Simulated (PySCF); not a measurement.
Isomers of C5H9N.

All values: B3LYP/def2-SVPD (PySCF) at GFN2-xTB geometries, gas phase, one conformer each. Core orbitals are frozen in the response; Δα² is half the sum of the squared differences of the principal polarisabilities.

Problem. Rank by HOMO–LUMO gap, highest first.
A. `[CH3:1][CH2:2][C@@H:3]([CH3:4])[C:5]#[N:6]` with C1–C2–C3–C4 174° (2-methylbutanenitrile)
B. `[CH2:1]=[CH:2][CH2:3]/[N:4]=[CH:5]\[CH3:6]` with C1–C2–C3–N4 -140°, C2–C3–N4–C5 155°
C. `[CH3:1][N:2]1[CH:3]=[CH:4][CH2:5][CH2:6]1` with C1–N2–C3–C4 150°, C3–C4–C5–C6 -9°, C4–C5–C6–N2 16°, C1–N2–C6–C5 -157°
D. `[CH:1]#[C:2][C:3]([CH3:4])([CH3:5])[NH2:6]` with C2–C3–N6–H -60° and 60°

Solution. A (9.03 eV), D (7.17 eV), B (6.34 eV), C (5.52 eV).

Problem. Rank by mean static polarisability, highest first.
A. `[CH:1]#[C:2][C:3]([CH3:4])([CH3:5])[NH2:6]` with C2–C3–N6–H -60° and 60°
B. `[CH3:1][C@@H:2]1[CH:3]=[CH:4][C@@H:5]1[NH2:6]` with C4–C5–N6–H -44° and 75°
C. `[CH3:1][CH2:2][C@@H:3]([CH3:4])[C:5]#[N:6]` with C1–C2–C3–C4 174°
D. `[CH2:1]=[CH:2][CH2:3]/[N:4]=[CH:5]\[CH3:6]` with C1–C2–C3–N4 -140°, C2–C3–N4–C5 155°

Solution. D (10.51 Å³), A (10.18 Å³), B (9.87 Å³), C (9.49 Å³).

All values together:

```
             SMILES  μ (D)  HOMO (eV)  LUMO (eV)  α (Å³)  Δα (Å³)
          CN1C=CCC1   0.83      -5.08       0.44   10.11     3.92
        C#CC(C)(C)N   0.52      -6.86       0.30   10.18     2.99
C[C@@H]1C=C[C@@H]1N   1.00      -6.46      -0.01    9.87     2.49
     CC[C@@H](C)C#N   4.06      -9.00       0.03    9.49     2.26
         C=CC/N=C\C   2.09      -6.79      -0.45   10.51     5.41
```

Conformers: `[CH3:1][N:2]1[CH:3]=[CH:4][CH2:5][CH2:6]1` with C1–N2–C3–C4 150°, C3–C4–C5–C6 -9°, C4–C5–C6–N2 16°, C1–N2–C6–C5 -157°; `[CH:1]#[C:2][C:3]([CH3:4])([CH3:5])[NH2:6]` with C2–C3–N6–H -60° and 60°; `[CH3:1][C@@H:2]1[CH:3]=[CH:4][C@@H:5]1[NH2:6]` with C4–C5–N6–H -44° and 75°; `[CH3:1][CH2:2][C@@H:3]([CH3:4])[C:5]#[N:6]` with C1–C2–C3–C4 174°; `[CH2:1]=[CH:2][CH2:3]/[N:4]=[CH:5]\[CH3:6]` with C1–C2–C3–N4 -140°, C2–C3–N4–C5 155°.
